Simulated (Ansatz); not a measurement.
## Forces away from equilibrium

BNH$_{3}$O, doublet, displaced at random from a GFN2-xTB minimum.

N1  (-0.363, 0.251, -0.566)
B2  (0.319, -0.007, 0.689)
O3  (0.642, 0.477, 1.720)
H4  (-0.534, -0.337, -1.407)
H5  (-1.135, 0.837, -0.641)
H6  (1.043, -1.189, 0.455)
(Å)

Ansatz 0.2.0; basis: def2-TZVPP; cores frozen in the correlated methods; orbitals are unrestricted.

CCSD(T) forces from the calculation:
```json
{"atom": "N1", "Fx": "0.363", "Fy": "-1.402", "Fz (eV/Å)": "-1.059"}
{"atom": "B2", "Fx": "-1.740", "Fy": "-3.715", "Fz (eV/Å)": "-8.511"}
{"atom": "O3", "Fx": "1.869", "Fy": "2.694", "Fz (eV/Å)": "6.591"}
{"atom": "H4", "Fx": "1.198", "Fy": "-0.199", "Fz (eV/Å)": "1.569"}
{"atom": "H5", "Fx": "-1.302", "Fy": "1.806", "Fz (eV/Å)": "0.802"}
{"atom": "H6", "Fx": "-0.387", "Fy": "0.817", "Fz (eV/Å)": "0.608"}
```

(1) Which atom feels the largest CCSD(T) force, and how large is it?

T1 diagnostic: at most 0.039. ⟨S²⟩ of the unrestricted Hartree–Fock references: 0.79 (a pure state has 0.75). These are differences at one structure, and CCSD(T) in triple zeta is itself an approximation.

## Answers

(1) B2, 9.45 eV/Å, along (-0.18, -0.39, -0.90).

Root-mean-square difference of the force components from those of CCSD(T): PBE0-D4 0.163; wB97M-V 0.162; r2SCAN-D4 0.162; PBE-D4 0.202; CAM-B3LYP-D4 0.254; BLYP-D4 0.211 eV/Å.

For scale, one of the runs: CCSD(T)/def2-TZVPP forces, 135 basis functions (an equivalent command: `ansatz run in.yaml --threads 4`). Time: 110 s of wall clock on 4 CPU threads; the host was shared. Peak host memory: 3.1 GiB.
